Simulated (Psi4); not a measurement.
# BH2F (SMILES BF) at B3LYP/6-31G(d) (Cartesian functions)

What is the energy change on altering one bond length of BH2F at B3LYP/6-31G* (Cartesian functions)? 

The calculation is run with Psi4 1.11.

2 further runs of the same task are left out: 2 set aside as unsound or not needed.

### Step 1. The system as given

The species is BH2F (4 atoms), meant as a singlet with charge 0. SMILES: `BF`. Geometry: relaxed at PBE0-D4/def2-TZVP.

Bond lengths: B1–F2 1.317 Å, B1–H3 1.197 Å, B1–H4 1.198 Å. Angles: F2–B1–H3 117.8°, F2–B1–H4 117.8°, H3–B1–H4 124.4°.

### Step 2. Energy and forces at B3LYP/6-31G(d) (Cartesian functions)

Contents of job.in:

```
memory 1600 MB

molecule molecule1 {
  0 1
  B
  F 1 1.31676
  H 1 1.19744 2 117.81998
  H 1 1.197502 3 124.37076 2 179.9978
  units angstrom
  symmetry c1
}

set {
  puream               false
  e_convergence        1e-09
  d_convergence        1e-08
  scf_type             pk
  dft_radial_points    99
  dft_spherical_points 590
}

gradient("b3lyp/6-31G*")
```

Command:

```sh
psi4 job.in job.out -n 1
```

job.out:

```text
[...]
  Running in c1 symmetry.
[...]
  Nuclear repulsion =   27.175763590722536
[...]
  Multiplicity = 1
[...]
  Nalpha       = 8
  Nbeta        = 8
[...]
    Number of basis functions: 34
[...]
   @RKS iter   1:  -125.89508429478113   -4.56951e-01   8.41863e-03 DIIS/ADIIS
[...]
   @RKS iter   8:  -125.92696845607838   -1.25198e-11   8.96522e-09 DIIS
[...]
    Orbital Energies [Eh]
    ---------------------
    Doubly Occupied:
       1A    -24.716674     2A     -6.814524     3A     -1.217986
       4A     -0.560988     5A     -0.475268     6A     -0.457965
       7A     -0.447052     8A     -0.325366
[...]
  @RKS Final Energy:  -125.92696845607838
   => Energetics <=
    Nuclear Repulsion Energy =             27.1757635907225357
    One-Electron Energy =                -227.3005328813364372
    Two-Electron Energy =                  86.5503780774208593
    DFT Exchange-Correlation Energy =     -12.3525772428853440
    Empirical Dispersion Energy =           0.0000000000000000
    VV10 Nonlocal Energy =                  0.0000000000000000
    Total Energy =                       -125.9269684560783844
[...]
 Multipole Moments:
 ------------------------------------------------------------------------------------
     Multipole            Electronic (a.u.)      Nuclear  (a.u.)        Total (a.u.)
 ------------------------------------------------------------------------------------
 L = 1.  Multiply by 2.5417464519 to convert [e a0] to [Debye]
 Dipole X            :          0.0000484           -0.0000356            0.0000128
 Dipole Y            :          0.0002378           -0.0001495            0.0000883
 Dipole Z            :          2.0853143           -2.2733370           -0.1880228
 Magnitude           :                                                    0.1880228
[...]
  -Total Gradient:
     Atom            X                  Y                   Z
    ------   -----------------  -----------------  -----------------
       1        0.000003476895     0.000039869303     0.005292794049
       2       -0.000001039275    -0.000011033803    -0.005646489104
       3       -0.000001208322     0.000558609860     0.000177355839
       4       -0.000001229189    -0.000587445198     0.000175925863
[...]
```

It took 7.2 s on 1 thread of Intel Xeon Platinum 8259CL at 2.50GHz (Skylake/Cascade Lake), shared host; peak memory 0.44 GiB.

### Step 3. The distorted shape at the same level

Contents of input.json:

```json
{
  "schema_name": "qcschema_input",
  "schema_version": 1,
  "molecule": {
    "schema_name": "qcschema_molecule",
    "schema_version": 2,
    "symbols": ["B", "F", "H", "H"],
    "geometry": [0.22774223, 0.1753458, -0.11972927, 2.28470912, -0.37777704, 1.16660731, -1.9133477, -1.22662123, 0.351867, 0.34396039, 1.86400506, -1.62168359],
    "molecular_charge": 0,
    "molecular_multiplicity": 1,
    "fix_symmetry": "c1",
    "fix_com": true,
    "fix_orientation": true
  },
  "driver": "gradient",
  "model": {
    "method": "b3lyp",
    "basis": "6-31G*"
  },
  "keywords": {
    "puream": false,
    "e_convergence": 1e-09,
    "d_convergence": 1e-08,
    "scf_type": "pk",
    "dft_radial_points": 99,
    "dft_spherical_points": 590
  }
}
```

Command:

```sh
psi4 --qcschema input.json -n 1 --memory 1600MB
```

stdout:

```text
[...]
  Running in c1 symmetry.
[...]
  Nuclear repulsion =   26.723088008158992
[...]
  Multiplicity = 1
[...]
  Nalpha       = 8
  Nbeta        = 8
[...]
    Number of basis functions: 34
[...]
   @RKS iter   1:  -125.88642288917913   -4.81596e-01   8.37428e-03 ADIIS/DIIS
[...]
   @RKS iter   9:  -125.91609026044044   -2.84217e-13   1.41425e-09 DIIS
[...]
    Orbital Energies [Eh]
    ---------------------
    Doubly Occupied:
       1A    -24.723719     2A     -6.833563     3A     -1.224381
       4A     -0.563878     5A     -0.478107     6A     -0.463697
       7A     -0.437566     8A     -0.317301
[...]
  @RKS Final Energy:  -125.91609026044044
   => Energetics <=
    Nuclear Repulsion Energy =             26.7230880081589923
    One-Electron Energy =                -226.3483531703965070
    Two-Electron Energy =                  86.0222960616996488
    DFT Exchange-Correlation Energy =     -12.3131211599025612
    Empirical Dispersion Energy =           0.0000000000000000
    VV10 Nonlocal Energy =                  0.0000000000000000
    Total Energy =                       -125.9160902604404413
[...]
 Multipole Moments:
 ------------------------------------------------------------------------------------
     Multipole            Electronic (a.u.)      Nuclear  (a.u.)        Total (a.u.)
 ------------------------------------------------------------------------------------
 L = 1.  Multiply by 2.5417464519 to convert [e a0] to [Debye]
 Dipole X            :        -20.1959766           20.1317059           -0.0642707
 Dipole Y            :          1.9876785           -1.8858805            0.1017980
 Dipole Z            :         -8.7485504            8.6310029           -0.1175475
 Magnitude           :                                                    0.1682587
[...]
  -Total Gradient:
     Atom            X                  Y                   Z
    ------   -----------------  -----------------  -----------------
       1        0.042004971673     0.026985167859    -0.008772061742
       2        0.000776871537     0.001420566480    -0.001007363222
       3       -0.045154425810    -0.029797027688     0.010155171570
       4        0.002372676134     0.001390981445    -0.000375425208
[...]
```

The result, in JSON:

```text
{
 "driver": "gradient",
 "model": {
  "method": "b3lyp",
  "basis": "6-31G*"
 },
 "success": true,
 "return_result": [0.042004971672732705, 0.026985167859274586, -0.008772061742274226, 0.0007768715366409107, 0.0014205664801111573, -0.0010073632215143735, -0.045154425810027266, -0.029797027688221456, 0.010155171569552836, 0.0023726761339586365, 0.0013909814452723185, -0.0003754252080602344],
 "properties": {
  "calcinfo_nbasis": 34,
  "calcinfo_nmo": 34,
  "calcinfo_nalpha": 8,
  "calcinfo_nbeta": 8,
  "calcinfo_natom": 4,
  "nuclear_repulsion_energy": 26.723088008158992,
  "return_energy": -125.91609026044044,
  "return_gradient": [0.042004971672732705, 0.026985167859274586, -0.008772061742274226, 0.0007768715366409107, 0.0014205664801111573, -0.0010073632215143735, -0.045154425810027266, -0.029797027688221456, 0.010155171569552836, 0.0023726761339586365, 0.0013909814452723185, -0.0003754252080602344],
  "scf_one_electron_energy": -226.3483531703965,
  "scf_two_electron_energy": 86.02229606169965,
  "scf_xc_energy": -12.313121159902561,
  "scf_dipole_moment": [-0.06427071639962989, 0.1017979788369554, -0.11754753153273789],
  "scf_total_energy": -125.91609026044044,
  "scf_total_gradient": [0.042004971672732705, 0.026985167859274586, -0.008772061742274226, 0.0007768715366409107, 0.0014205664801111573, -0.0010073632215143735, -0.045154425810027266, -0.029797027688221456, 0.010155171569552836, 0.0023726761339586365, 0.0013909814452723185, -0.0003754252080602344],
  "scf_iterations": 9
 }
}
```

It took 6.9 s on 1 thread of Intel Xeon Platinum 8259CL at 2.50GHz (Skylake/Cascade Lake), shared host; peak memory 0.44 GiB.

### Step 4. Outcome

At B3LYP/6-31G* (Cartesian functions):

| quantity | value |
| --- | --- |
| first shape: total energy | -125.92697 Eh |
| first shape: dipole moment | 0.48 D |
| first shape: HOMO energy | -8.85 eV |
| first shape: LUMO energy | -0.87 eV |
| first shape: HOMO–LUMO gap | 7.98 eV |
| first shape: largest force on an atom | 0.290 eV/Å |
| distorted shape: total energy | -125.91609 Eh |
| distorted shape: dipole moment | 0.43 D |
| distorted shape: HOMO energy | -8.63 eV |
| distorted shape: LUMO energy | -0.96 eV |
| distorted shape: HOMO–LUMO gap | 7.68 eV |
| distorted shape: largest force on an atom | 2.831 eV/Å |
| energy change with the B1–H3 bond stretched from 1.197 to 1.377 Å | 0.296 eV |

**Reading.** With the B1–H3 bond stretched from 1.197 to 1.377 Å the energy rises by 0.30 eV (6.8 kcal/mol). The first shape isn't relaxed at this level, so the change isn't measured from a minimum. The largest force (first shape) is 0.29 eV/Å: the shape isn't a stationary point for this species at this level.
